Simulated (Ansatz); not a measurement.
H2B–As⁺, doublet: the ladder up to UCCSDT(Q)

Geometry: that of the H2B–As, singlet, kept fixed.

```yaml
atoms:
  - { symbol: B, position_ang: [0.0000, 0.0000, 1.5636] }
  - { symbol: As, position_ang: [0.0000, 0.0000, -0.2839] }
  - { symbol: H, position_ang: [0.0000, 1.0410, 2.1647] }
  - { symbol: H, position_ang: [0.0000, -1.0410, 2.1647] }
```

Basis cc-pVTZ; Ansatz 0.2.0. Correlated methods freeze the noble-gas cores and the filled d shells of p-block atoms, which leaves 9 electrons in 86 orbitals. R marks a restricted (for open shells ROHF) determinant, U an unrestricted one. Active spaces: valence = (9e, 10o) chosen from the atoms' valence shells. No spin–orbit coupling is included, and no scalar relativity.

Full CI isn't at hand for all of this; UCCSDT(Q) serves as the reference, and is uncertain by the last step of the cluster series or more. The frozen core follows each run's orbitals, which can shift R against U totals by a few meV for light atoms and by up to 0.1 eV past Ca.

```
UHF ⟨S²⟩                          : 0.798
T1 diagnostic (RCCSD)             : 0.0263
largest doubles amplitude (RCCSD) : 0.063
T1 diagnostic (UCCSD)             : 0.0248
```

Task: From what is known of these methods and the diagnostics, rank them by the size of their error in total energy against UCCSDT(Q) in cc-pVTZ, smallest first (an estimate: the text doesn't fix the numbers).
A. UMP2
B. UCCSDT
C. UCCSD
D. UCCSD(T)
E. UHF

Result: B (1.0 kJ/mol), D (4.7 kJ/mol), C (24.7 kJ/mol), A (115.2 kJ/mol), E (576.0 kJ/mol).

All errors are against UCCSDT(Q) in cc-pVTZ. Within each family the higher level lies nearer, as is usual though not guaranteed.

Natural occupations of CASSCF (valence space) about the gap: 1.983 1.977 1.973 1.934 0.998 0.054 0.023 0.021 0.018 0.018; effectively unpaired electrons, Σ n²(2−n)², 1.04.
